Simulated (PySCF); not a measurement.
# How the method moves the HOMO and LUMO of `O=P([O-])([O-])[O-]`

Compound: PO4 (charge -3).
Structure used (PBE0-D3(BJ)/def2-SVP), in Å, numbered top down from 1:
```xyz
5
PO4 angstrom
O      0.163   -0.363    1.715
P     -0.054    0.021    0.177
O     -0.917    1.365    0.079
O      1.367    0.249   -0.523
O     -0.829   -1.165   -0.565
```

Basis pcSseg-2 throughout (PySCF), one geometry. Whether so highly charged an anion holds all its electrons in the gas phase wasn't checked; a finite basis holds them in any case. The ion is multiply charged and computed without counter-ions or solvent.

Task: How do the orbital energies and the gap change with the method?

Result: 
| method | kind | HOMO (eV) | LUMO (eV) | gap (eV) | SCF cycles |
| --- | --- | --- | --- | --- | --- |
| OPBE | GGA | 11.58 | 17.94 | 6.36 | 15 |
| BLYP | GGA | 11.45 | 17.46 | 6.01 | 15 |
| KT3 | GGA | 11.40 | 17.47 | 6.07 | 16 |
| PBE | GGA | 11.36 | 17.44 | 6.08 | 15 |
| B97-D | GGA | 11.32 | 17.53 | 6.21 | 15 |
| KT2 | GGA | 11.23 | 17.16 | 5.93 | 15 |
| BP86 | GGA | 11.18 | 17.27 | 6.09 | 15 |
| LDA | LDA | 11.07 | 17.17 | 6.10 | 14 |
| B3LYP | global hybrid | 10.04 | 17.96 | 7.92 | 12 |
| PBE0 | global hybrid | 9.80 | 18.27 | 8.47 | 13 |
| mPW1PW91 | global hybrid | 9.76 | 18.31 | 8.54 | 14 |
| HF | Hartree–Fock | 5.79 | 20.79 | 15.01 | 9 |

The HOMO spans 5.80 eV, from OPBE down to HF, and the gap runs from 5.93 eV (KT2) to 15.01 eV (HF). Over the methods OPBE (0 %), BLYP (0 %), KT3 (0 %), PBE (0 %), B97-D (0 %), KT2 (0 %), BP86 (0 %), LDA (0 %), B3LYP (20 %), PBE0 (25 %), mPW1PW91 (25 %), HF (100 %), a straight line through the gap against the share of exact exchange rises by 0.89 eV for each 10 % (correlation coefficient 0.999). Where the HOMO energy of this anion is positive, the outermost electrons may be held by the finite basis alone.
